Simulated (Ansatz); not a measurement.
A calculation on hcp Os returned lattice constant a 2.760 Å, lattice parameter c 4.355 Å.

For reference: lattice constant a 2.734 Å (measured, 293 K, not corrected to a static lattice, our sources range from 2.734 to 2.740; as tabulated in Wikipedia's data pages); lattice parameter c 4.320 Å (measured, 293 K, no zero-point or thermal correction; as tabulated in Wikipedia's data pages).

Which level of theory produced these numbers?
(A) B3LYP (VWN-RPA form) (Ansatz, a first-principles code)
(B) PBE-D4 (Ansatz)
(C) r²SCAN (Ansatz)
(D) r²SCAN-D4 (Ansatz)

A, B3LYP (VWN-RPA form) (Ansatz)

The others give: r²SCAN-D4 2.734 Å, 4.312 Å; PBE-D4 2.737 Å, 4.323 Å; r²SCAN 2.738 Å, 4.317 Å.

Unless a cell is named, each level is at its own relaxed cell (B3LYP (VWN-RPA form) 14.36, PBE-D4 14.03, r²SCAN 14.02, r²SCAN-D4 13.95 Å³/atom).

Ansatz's density-functional and Hartree–Fock values are scalar-relativistic unless marked +SOC, with PAW data made under PBE.
